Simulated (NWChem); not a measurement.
**One shape, several levels: AlNH4 (AlH2(NH2))**

Wanted: a comparison of 5 runs (HF/STO-3G, M06-2X/def2-TZVP, B3LYP/6-31G*, PBE0/def2-SVP, PBE/def2-TZVP) of AlNH4 (AlH2(NH2)). 

Program for the calculation: NWChem 7.3.0.

**1. The system as given**

AlNH4 has 6 atoms, charge 0, and is taken as a singlet. SMILES: `[H][Al]([H])[NH2]`. The shape comes from GFN2-xTB, which is rough for such elements, and wasn't checked as a minimum.

Bond lengths: Al1–N4 1.775 Å, Al1–H2 1.541 Å, Al1–H3 1.542 Å, N4–H5 1.014 Å, N4–H6 1.014 Å. Angles: Al1–N4–H5 127.0°, Al1–N4–H6 126.7°, H2–Al1–N4 121.7°, H3–Al1–N4 121.7°, H5–N4–H6 106.3°, H2–Al1–H3 116.6°.

**2. Energy and forces at HF/STO-3G (run 1)**

Input file a.nw:

```
start a
title "AlH4N gradient"
memory total 2200 mb
geometry noautosym nocenter noautoz
  Al     0.411220     0.709780     0.004090
  H      1.951140     0.754090     0.040220
  H     -0.317540     2.068550    -0.020570
  N     -0.477760    -0.827010    -0.006690
  H     -0.803830    -1.337930    -0.819770
  H     -0.763230    -1.367490     0.802720
end
basis "ao basis" spherical bse
  Al library STO-3G
  H library STO-3G
  N library STO-3G
end
scf
  thresh 1e-08
  maxiter 80
  noprint "final vectors analysis"
end
task scf gradient
```

Run with:

```bash
$ nwchem a.nw > a.out
```

What it wrote:

```text
[...]
  functions       =    18
[...]
  wavefunction    = RHF
[...]
         Total SCF energy =   -295.072189161091
      One-electron energy =   -516.017375162080
      Two-electron energy =    168.447900900486
 Nuclear repulsion energy =     52.497285100502
        Time for solution =      0.2s
[...]
                         RHF ENERGY GRADIENTS
    atom               coordinates                        gradient
                 x          y          z           x          y          z
   1 Al      0.777093   1.341290   0.007729   -0.008557  -0.015486  -0.000045
   2 H       3.687120   1.425023   0.076005    0.029909   0.004244   0.000252
   3 H      -0.600064   3.908993  -0.038872   -0.011399   0.028441   0.000021
   4 N      -0.902835  -1.562822  -0.012642   -0.004549  -0.007800  -0.000359
   5 H      -1.519018  -2.528321  -1.549141   -0.002003  -0.005196   0.004761
   6 H      -1.442296  -2.584181   1.516921   -0.003400  -0.004204  -0.004629
[...]
```

Wall time 0.86 s (1 thread of Intel Xeon 6975P-C (Granite Rapids), shared host); peak memory 0.099 GiB.

**3. Energy and gradient at M06-2X/def2-TZVP (run 2)**

Input file run.py:

```python
from ase import Atoms
from ase.calculators.nwchem import NWChem

atoms = Atoms('AlHHNHH', positions=[
    [0.411220, 0.709780, 0.004090],
    [1.951140, 0.754090, 0.040220],
    [-0.317540, 2.068550, -0.020570],
    [-0.477760, -0.827010, -0.006690],
    [-0.803830, -1.337930, -0.819770],
    [-0.763230, -1.367490, 0.802720],
])

calc = NWChem(
    label='m1',
    theory='dft',
    memory='2200 mb',
    basis='def2-TZVP',
    basispar='spherical bse',
    dft={'xc': 'm06-2x', 'mult': '1', 'grid': 'fine', 'convergence': 'energy 1e-08', 'iterations': '100', 'mulliken': None, 'print': 'low'},
)
atoms.calc = calc

forces = atoms.get_forces()
print("Total energy (eV):", round(atoms.get_potential_energy(), 6))
print("forces (eV/A):")
for s, f in zip(atoms.symbols, forces):
    print(f"{s:2s} {f[0]:10.5f} {f[1]:10.5f} {f[2]:10.5f}")
```

Run with:

```bash
$ export ASE_NWCHEM_COMMAND="nwchem PREFIX.nwi > PREFIX.nwo"
$ python run.py
```

What it wrote:

```text
Total energy (eV): -8151.676532
forces (eV/A):
Al   -0.17586   -0.27706   -0.00453
H     0.54286   -0.05307    0.03574
H    -0.30894    0.42999   -0.03306
N    -0.35301   -0.60786    0.00386
H     0.11807    0.27269    0.08726
H     0.17689    0.23531   -0.08932
```

The calculator wrote m1.nwi:

```
title "m1"

permanent_dir m1

scratch_dir m1

start m1

geometry units angstrom nocenter noautosym noautoz
  Al 4.1121999999999997e-01 7.0977999999999997e-01 4.0899999999999999e-03
  H  1.9511400000000001e+00 7.5409000000000004e-01 4.0219999999999999e-02
  H  -3.1753999999999999e-01 2.0685500000000001e+00 -2.0570000000000001e-02
  N  -4.7776000000000002e-01 -8.2701000000000002e-01 -6.6899999999999998e-03
  H  -8.0383000000000004e-01 -1.3379300000000001e+00 -8.1977000000000000e-01
  H  -7.6322999999999996e-01 -1.3674900000000001e+00 8.0271999999999999e-01
end

memory 2200 mb

basis spherical bse noprint
   * library def2-TZVP
end

dft
  xc m06-2x
  mult 1
  grid fine
  convergence energy 1e-08
  iterations 100
  mulliken
  print low
end

task dft gradient
```

m1.nwo:

```text
Northwest Computational Chemistry Package (NWChem) 7.3.0
             --------------------------------------------------------

           Job information
           ---------------

    nwchem branch   = 7.3.0
    use scalapack   = T
    input           = m1.nwi
    prefix          = m1.
    data base       = m1/m1.db
    status          = startup
    nproc           =        1

           Memory information
           ------------------

    heap     =     72089598 doubles =      550.0 Mbytes
    stack    =     72089595 doubles =      550.0 Mbytes
    global   =    144179200 doubles =     1100.0 Mbytes (distinct from heap & stack)
    total    =    288358393 doubles =     2200.0 Mbytes
    verify   = yes
    hardfail = no

           Directory information
           ---------------------

  0 permanent = m1
  0 scratch   = m1

                                NWChem Input Module
                                -------------------

                                        m1
                                        --

[... 26 lines left out ...]
            Nuclear Dipole moment (a.u.)
[... 71 lines left out ...]
   convergence    iter        energy       DeltaE   RMS-Dens  Diis-err    time
[... 7 lines left out ...]
         Total DFT energy =     -299.568589584807
      One electron energy =     -518.572383318651
           Coulomb energy =      193.569516504758
    Exchange-Corr. energy =      -27.063007871416
 Nuclear repulsion energy =       52.497285100502
[... 18 lines left out ...]
     -------------------------------------------
      Total Density - Lowdin Population Analysis
     -------------------------------------------

    Atom       Charge   Shell Charges
 -----------   ------   -------------------------------------------------------
    1 Al  13    12.74   2.00  0.84  1.09  0.49  0.29  2.76  2.27  0.99  0.85  0.42  0.20  0.37  0.16
    2 H    1     1.13   0.25  0.50  0.37  0.01
    3 H    1     1.13   0.25  0.50  0.37  0.01
    4 N    7     7.32   0.89  1.07  0.43  0.46  0.26  1.40  1.70  1.07  0.00  0.04  0.00
    5 H    1     0.84   0.25  0.35  0.13  0.11
    6 H    1     0.84   0.25  0.35  0.13  0.11

                         DFT ENERGY GRADIENTS

    atom               coordinates                        gradient
                 x          y          z           x          y          z
   1 Al      0.777093   1.341290   0.007729    0.003420   0.005388   0.000088
   2 H       3.687120   1.425023   0.076005   -0.010557   0.001032  -0.000695
   3 H      -0.600064   3.908993  -0.038872    0.006008  -0.008362   0.000643
   4 N      -0.902835  -1.562822  -0.012642    0.006865   0.011821  -0.000075
   5 H      -1.519018  -2.528321  -1.549141   -0.002296  -0.005303  -0.001697
   6 H      -1.442296  -2.584181   1.516921   -0.003440  -0.004576   0.001737

 Task  times  cpu:       15.3s     wall:       15.3s
 Total times  cpu:       15.3s     wall:       15.3s
```

Run time: 16 s. Hardware: 1 thread of Intel Xeon 6975P-C (Granite Rapids), shared host; peak memory 0.13 GiB.

Run 3 isn't shown in full; the table further down has it.

**4. Energy and gradient at PBE0/def2-SVP (run 4)**

Input file struct.nw:

```
start struct
title "AlH4N"
memory stack 880 mb heap 220 mb global 1100 mb
geometry noautosym nocenter noautoz
  Al     0.411220     0.709780     0.004090
  H      1.951140     0.754090     0.040220
  H     -0.317540     2.068550    -0.020570
  N     -0.477760    -0.827010    -0.006690
  H     -0.803830    -1.337930    -0.819770
  H     -0.763230    -1.367490     0.802720
end
basis "ao basis" spherical bse
  * library def2-SVP
end
dft
  xc pbe0
  grid xfine
  convergence energy 1e-08
  maxiter 100
  mulliken
end
task dft gradient
```

Run with:

```bash
$ nwchem struct.nw > struct.out
```

What it wrote:

```text
[...]
          Wavefunction type:  closed shell.
          No. of atoms     :     6
          No. of electrons :    24
[...]
          Charge           :     0
          Spin multiplicity:     1
[...]
          AO basis - number of functions:    52
[...]
              XC Information
              --------------
                         PBE0 Method XC Functional
                     Hartree-Fock (Exact) Exchange  0.250
          PerdewBurkeErnzerhof Exchange Functional  0.750
            Perdew 1991 LDA Correlation Functional  1.000 local
           PerdewBurkeErnz. Correlation Functional  1.000 non-local
[...]
 d= 0,ls=0.0,diis     1   -299.2379204616 -3.52D+02  1.75D-02  3.47D-01     0.9
[...]
 d= 0,ls=0.0,diis     7   -299.2786742768 -6.01D-09  5.43D-07  6.56D-10     5.7
         Total DFT energy =     -299.278674276751
      One electron energy =     -518.292624621778
           Coulomb energy =      193.427230897936
    Exchange-Corr. energy =      -26.910565653413
 Nuclear repulsion energy =       52.497285100502
[...]
      Total Density - Mulliken Population Analysis
     ---------------------------------------------
    Atom       Charge   Shell Charges
 -----------   ------   -------------------------------------------------------
    1 Al  13    12.36   2.00  1.99  0.90  0.10  5.92  0.82  0.43  0.19
    2 H    1     1.20   0.73  0.47  0.01
    3 H    1     1.20   0.73  0.47  0.01
    4 N    7     7.49   1.99  0.95  0.48  2.45  1.61  0.01
    5 H    1     0.87   0.70  0.12  0.05
    6 H    1     0.87   0.70  0.12  0.05
[...]
  wavefunction    = closed shell
                         DFT ENERGY GRADIENTS
    atom               coordinates                        gradient
                 x          y          z           x          y          z
   1 Al      0.777093   1.341290   0.007729    0.003322   0.005203   0.000087
   2 H       3.687120   1.425023   0.076005   -0.015450   0.000724  -0.000822
   3 H      -0.600064   3.908993  -0.038872    0.008174  -0.012753   0.000731
   4 N      -0.902835  -1.562822  -0.012642    0.006166   0.010642  -0.000063
   5 H      -1.519018  -2.528321  -1.549141   -0.000418  -0.002346   0.002290
   6 H      -1.442296  -2.584181   1.516921   -0.001793  -0.001471  -0.002223
[...]
```

It took 7.8 s on 1 thread of Intel Xeon 6975P-C (Granite Rapids), shared host; peak memory 0.13 GiB.

**5. Energy and forces at PBE/def2-TZVP (run 5)**

Input file m1.nw:

```
start m1
memory 2200 mb

geometry noautosym nocenter noautoz
  Al     0.411220     0.709780     0.004090
  H      1.951140     0.754090     0.040220
  H     -0.317540     2.068550    -0.020570
  N     -0.477760    -0.827010    -0.006690
  H     -0.803830    -1.337930    -0.819770
  H     -0.763230    -1.367490     0.802720
end

basis spherical bse
  * library def2-TZVP
end

dft
  xc xpbe96 cpbe96
  grid fine
  convergence energy 1e-08
  maxiter 100
  mulliken
  print medium
end

task dft gradient
```

Run with:

```bash
$ nwchem m1.nw > m1.out
```

What it wrote:

```text
[...]
          Wavefunction type:  closed shell.
          No. of atoms     :     6
          No. of electrons :    24
[...]
          Charge           :     0
          Spin multiplicity:     1
[...]
          AO basis - number of functions:    92
[...]
              XC Information
              --------------
          PerdewBurkeErnzerhof Exchange Functional  1.000
            Perdew 1991 LDA Correlation Functional  1.000 local
           PerdewBurkeErnz. Correlation Functional  1.000 non-local
[...]
 d= 0,ls=0.0,diis     1   -299.3517058360 -3.52D+02  1.14D-02  7.34D-01     1.3
[...]
 d= 0,ls=0.0,diis     8   -299.4027242094  4.38D-09  1.90D-06  7.69D-08     8.7
         Total DFT energy =     -299.402724209358
      One electron energy =     -518.526652214844
           Coulomb energy =      193.503139153608
    Exchange-Corr. energy =      -26.876496248624
 Nuclear repulsion energy =       52.497285100502
[...]
      Total Density - Mulliken Population Analysis
     ---------------------------------------------
    Atom       Charge   Shell Charges
 -----------   ------   -------------------------------------------------------
    1 Al  13    12.57   2.00  0.63  1.34  0.85  0.26  2.95  2.19  0.90  0.91  0.29  0.17  0.06  0.03
    2 H    1     1.10   0.24  0.53  0.33  0.00
    3 H    1     1.10   0.24  0.53  0.33  0.00
    4 N    7     7.66   0.82  1.15  0.54  0.77  0.19  1.58  1.64  0.96  0.00  0.00  0.00
    5 H    1     0.78   0.27  0.40  0.07  0.04
    6 H    1     0.78   0.27  0.40  0.07  0.04
[...]
  wavefunction    = closed shell
                         DFT ENERGY GRADIENTS
    atom               coordinates                        gradient
                 x          y          z           x          y          z
   1 Al      0.777093   1.341290   0.007729    0.003502   0.005522   0.000095
   2 H       3.687120   1.425023   0.076005   -0.016140   0.000519  -0.000861
   3 H      -0.600064   3.908993  -0.038872    0.008341  -0.013467   0.000762
   4 N      -0.902835  -1.562822  -0.012642    0.005982   0.010347  -0.000058
   5 H      -1.519018  -2.528321  -1.549141   -0.000094  -0.001944   0.003503
   6 H      -1.442296  -2.584181   1.516921   -0.001591  -0.000977  -0.003440
[...]
```

Wall time 13 s (1 thread of Intel Xeon 6975P-C (Granite Rapids), shared host); peak memory 0.13 GiB.

**6. All runs side by side**

```
run                               level  iteration cap  module  energy (Eh)  dipole moment (D)  largest force (eV/Å)  wall time
  1                           HF/STO-3G             80     scf  -295.072189               0.27                 1.576     0.86 s
  2                    M06-2X/def2-TZVP            100     dft  -299.568590                  –                 0.703       16 s
  3  B3LYP/6-31G* (spherical functions)            100     dft  -299.583435               1.37                 0.958      7.2 s
  4                       PBE0/def2-SVP            100     dft  -299.278674               1.48                 0.796      7.8 s
  5                       PBE/def2-TZVP            100     dft  -299.402724               1.29                 0.832       13 s
```

**7. What came out**

```
                       quantity          value
            run 5: total energy  -299.40272 Eh
           run 5: dipole moment         1.29 D
             run 5: HOMO energy       -5.40 eV
             run 5: LUMO energy       -1.99 eV
           run 5: HOMO–LUMO gap        3.41 eV
run 5: largest force on an atom     0.832 eV/Å
```

Over runs 1, 3, 4, 5 the dipole moment (its size) runs from 0.27 D (HF/STO-3G) to 1.48 D (PBE0/def2-SVP). The two ends differ in method and basis. Over runs 3, 4, 5 the HOMO–LUMO gap runs from 3.41 eV (PBE/def2-TZVP) to 5.48 eV (PBE0/def2-SVP). Totals of different functionals can't be ranked against each other. In run 1 the basis is minimal, so the values are rough. All runs together took 45 s, the longest 16 s.
